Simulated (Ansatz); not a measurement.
Rutile SnO2 was calculated with r²SCAN (Ansatz, a program for electronic structure, plane waves, PAW).

Settings: plane-wave cutoff 500 eV, 8×8×12 k mesh (along the axes of the cell as run), Fermi–Dirac smearing 0.05 eV, scalar-relativistic PAW data made under PBE.

Computed at the level's own relaxed cell.

Predict the volume per atom, lattice constant a, c axis length and band gap.


- volume per atom: 12.09 Å³/atom
- lattice constant a: 4.760 Å
- c axis length: 3.201 Å
- band gap: 1.77 eV (on the SCF k mesh)

Measured, for comparison: band gap 3.81 eV (zero-point renormalisation of 215 meV (computed, non-adiabatic AHC, without the lattice-expansion part) added back here to the 1.8 K gap of; inputs from Miglio et al. (2020), arXiv:2011.12765); lattice constant a 4.737 Å, lattice parameter c 3.186 Å (room temperature, not corrected to a static lattice; as tabulated in Hiroi (2015), arXiv:1503.02262). Computed (rounded) less measured: lattice constant a +0.5 %, lattice parameter c +0.5 %.

Spin–orbit coupling is not included.

The computed numbers hold no vibrational or temperature effects.

The result took very roughly 50 core-seconds.
